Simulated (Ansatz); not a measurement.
## Match the barriers

Saddle point of CH₇AlS, closed shell (AlH₃S ([AlH2][SH]) + CH₄ → CH₅Al ([CH3][AlH2]) + H₂S (still joined by a long Al–S bond); bonds formed: Al1–C6, S2–H5; bonds broken: H5–C6; bonds weakened to dative contacts: Al1–S2), PBE0-D4/def2-TZVP structure:

| atom | x (Å) | y (Å) | z (Å) |
| --- | --- | --- | --- |
| Al1 | -0.8176 | -0.1743 | -0.7291 |
| S2 | 0.8296 | 1.5228 | -1.2352 |
| H3 | -0.7017 | -1.2716 | -1.8637 |
| H4 | -2.1512 | 0.5223 | -0.2351 |
| H5 | 0.7970 | 0.4497 | -0.0804 |
| C6 | 0.3759 | -0.7043 | 0.8967 |
| H7 | 0.2515 | 2.4310 | -0.4319 |
| H8 | 1.3392 | -1.2005 | 0.7599 |
| H9 | -0.3386 | -1.5087 | 1.1366 |
| H10 | 0.4160 | -0.0664 | 1.7822 |

Computed with Ansatz 0.2.0 (basis: def2-TZVPP, with def2-QZVPP for the basis limit); correlated methods freeze the cores. Extrapolation: Hartree–Fock as exp(−7.88 √X), correlation as X^−2.97. Four methods, as single points on the PBE0-D4 structures, gave these electronic barriers from the start structure: 126.8, 135.4, 156.6, 222.1 kJ/mol.

Question: The methods were, in alphabetical order, HF, MP2, PBE-D4, r2SCAN-D4. Which gave which? (Judge from chemistry; the calculation decides.)

Answer: Computed: PBE-D4 126.8; r2SCAN-D4 135.4; MP2 156.6; HF 222.1 kJ/mol. For comparison, CCSD(T) at an estimated basis limit (MP2 extrapolated from triple and quadruple zeta, plus CCSD(T) − MP2 in triple zeta) gives 161.1 kJ/mol.

The T1 diagnostic stays at or below 0.011. The start structure is not quite a true minimum (one mode of 59i cm⁻¹).

Labels in which every atom is bracketed show which atoms are joined, not bond orders.

For scale, one of the runs: CCSD(T)/def2-TZVPP, 213 basis functions, launched by `ansatz run in.yaml --threads 2 --pin off --events-out ev --progress --plain --max-ram 4352MiB`. The run took 92 s on 2 CPU threads of an Arm Neoverse N1 (shared host), with 2.8 GiB of host memory at its peak.
